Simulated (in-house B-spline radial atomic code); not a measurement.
P. Computed with a B-spline radial atomic code. Model: all-electron spherical atom, spin shells full or empty, radial basis limit, no spin-orbit coupling, Breit or QED, empty-state partial waves extrapolated as (l+1/2)^-4, RPA, G0W0 and static COHSEX of the highest shell as one setting changes (uncorrelated shells keep exact exchange).

Given: element P; charge 0; filled core Ne; hamiltonian non-relativistic; mean-field start LDA VWN5; highest l of empty states 9; highest mean-field shell 3p up.

Shell: 3s 1 1, 3p 3 0 (electrons up and down).

```
lowest nl shells left uncorrelated  RPA correlation energy (hartree)  G0W0 level (eV)  G0W0 minus most complete (meV)  COHSEX level (eV)  linearised minus solved G0W0 (meV)
                                 0                          -0.85927          -10.124                               0            -12.621                                -147
                                 1                          -0.73206           -10.12                             3.9            -12.619                              -146.6
                                 2                                 ?                ?                               ?                  ?                                   ?
                                 3                                 ?                ?                               ?                  ?                                   ?
                                 4                         -0.076831          -10.238                          -114.3            -12.249                              -170.1
```

(1) What follows for lowest nl shells left uncorrelated = 2?

(2) What follows for lowest nl shells left uncorrelated = 3?

Answers

(1) RPA correlation energy -0.58241 hartree; G0W0 level -10.113 eV; G0W0 minus most complete 11 meV; COHSEX level -12.6 eV; linearised minus solved G0W0 -145.9 meV.

(2) RPA correlation energy -0.20839 hartree; G0W0 level -10.04 eV; G0W0 minus most complete 84.1 meV; COHSEX level -12.426 eV; linearised minus solved G0W0 -138.4 meV.
